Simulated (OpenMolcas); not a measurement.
CH5OSi (SMILES [CH2][SiH2]O): the vertical energy of the quartet above the doublet from total energies

CH5OSi: 8 atoms, total charge 0, spin state doublet. As SMILES, `[CH2][SiH2]O`. Geometry: relaxed at PBE0-D4/def2-TZVP. This is one conformer, not always the lowest.

Both states at this one shape; open shells run unrestricted unless said. 1 Eh = 27.2114 eV.

```
             level     program  doublet CH5OSi (Eh)  quartet CH5OSi (Eh)
U-revPBE/def2-SVPD  OpenMolcas          -405.538748          -405.291310
  UB3LYP/def2-SVPD  OpenMolcas          -405.663433          -405.400357
   UPBE0/def2-SVPD  OpenMolcas          -405.384164          -405.120425
```

Problem. Work out the vertical gap, second state less first, at each level.

Solution. 
1. U-revPBE/def2-SVPD: -405.291310 − (-405.538748) = 0.247438 Eh = 6.73 eV.
2. UB3LYP/def2-SVPD: -405.400357 − (-405.663433) = 0.263076 Eh = 7.16 eV.
3. UPBE0/def2-SVPD: -405.120425 − (-405.384164) = 0.263739 Eh = 7.18 eV.

No measured value is set beside it here; the levels span 6.73 to 7.18 eV.
